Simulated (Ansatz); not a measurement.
# C₂H₄Si: vertical ionisation energy

An exercise on one series of results from a longer session: the logs are not shown, and one member is left open.

The runs use Ansatz 0.2.0, Gaussian basis; unrestricted cation, the program's frozen cores in correlated methods.

The runs, in order: UKS PBE-D4/def2-TZVPP; UKS r2SCAN-D4/def2-TZVPP; UKS PBE0-D4/def2-TZVPP; UKS B3LYP-D4/def2-TZVPP; UKS wB97X-V/def2-TZVPP; UKS wB97M-V/def2-TZVPP; UKS B2PLYP/def2-TZVPP; UHF-CCSD(T)/def2-TZVPP; UHF-MP2/def2-QZVPP; extrapolation to the limit; then −ε(HOMO) from the neutral's earlier runs with LDA (SPW92), PBE-D4, revPBE-D4, BLYP-D4, r2SCAN-D4, B97M-V, PBE0-D4, B3LYP-D4, r2SCANh-D4, r2SCAN0-D4, HSE06-D4, BHLYP-D4, CAM-B3LYP-D4, LC-ωPBE, ωB97X-V, ωB97M-V.

## The geometry

An earlier PBE0-D4 in a triple-zeta def2 set relaxation fixed the geometry.

SMILES `C#C[SiH3]`, 7 atoms, charge 0, spin multiplicity 1.

Atoms are counted from 1 here; the program's logs count them from 0.

Bond lengths: C1–C2 1.206 Å, C1–H4 1.066 Å, C2–Si3 1.823 Å, Si3–H5 1.483 Å, Si3–H6 1.483 Å, Si3–H7 1.483 Å. Angles: C2–C1–H4 180.0°, C1–C2–Si3 180.0°, C2–Si3–H5 109.3°, C2–Si3–H6 109.3°, C2–Si3–H7 109.3°, H5–Si3–H6 109.6°, H5–Si3–H7 109.6°, H6–Si3–H7 109.6°.

The first run:

The input, in.yaml:

```yaml
crystal:
  periodic: [false, false, false]
  atoms:
    - {symbol: C, position_ang: [-0.580723, -1.871374, 0.172166]}
    - {symbol: C, position_ang: [-0.218461, -0.726544, 0.062382]}
    - {symbol: Si, position_ang: [0.329785, 1.004324, -0.103832]}
    - {symbol: H, position_ang: [-0.900981, -2.883547, 0.269278]}
    - {symbol: H, position_ang: [-0.094474, 1.528266, -1.424969]}
    - {symbol: H, position_ang: [-0.281725, 1.818084, 0.974947]}
    - {symbol: H, position_ang: [1.807880, 1.062890, 0.004427]}
basis:
  gaussian: {orbitals: def2-TZVPP}
total_charge: 1
magnetization: {spin_polarized: true, initial_magnetization: 1}
hamiltonian: {xc: pbe, dispersion: d4}
```

Steps of the session up to this table: Cation, UKS PBE-D4/def2-TZVPP; Cation, UKS r2SCAN-D4/def2-TZVPP; Cation, UKS PBE0-D4/def2-TZVPP; Cation, UKS B3LYP-D4/def2-TZVPP; Cation, UKS wB97X-V/def2-TZVPP; Cation, UKS wB97M-V/def2-TZVPP; Cation, UKS B2PLYP (frozen core)/def2-TZVPP; Cation, UHF-CCSD(T)/def2-TZVPP; Cation, UHF-MP2/def2-QZVPP.

One table of the session follows, with a row left open; its other results are not shown here.

For comparison, −ε(HOMO) of the neutral from earlier runs:

```
  functional  −ε(HOMO) (eV)
 LDA (SPW92)           7.26
      PBE-D4           7.11
   revPBE-D4           7.06
     BLYP-D4           6.95
   r2SCAN-D4           7.36
      B97M-V           7.38
     PBE0-D4           8.32
    B3LYP-D4           8.08
  r2SCANh-D4           7.81
  r2SCAN0-D4           8.49
    HSE06-D4           7.92
    BHLYP-D4              ?
CAM-B3LYP-D4           9.68
     LC-ωPBE          11.13
     ωB97X-V          10.71
     ωB97M-V          10.57
```

Q: Estimate the row for BHLYP-D4 from the others.

Worked estimate for «−ε(HOMO) (eV)». Against the share of exact exchange, BLYP-D4 (0, 6.95), B3LYP-D4 (0.2, 8.08) give a slope of 5.65 per unit share; at 0.5 the line stands at 9.78.

The run gave: −ε(HOMO) (eV): 9.37. In «−ε(HOMO) (eV)» the line misses by +0.41.
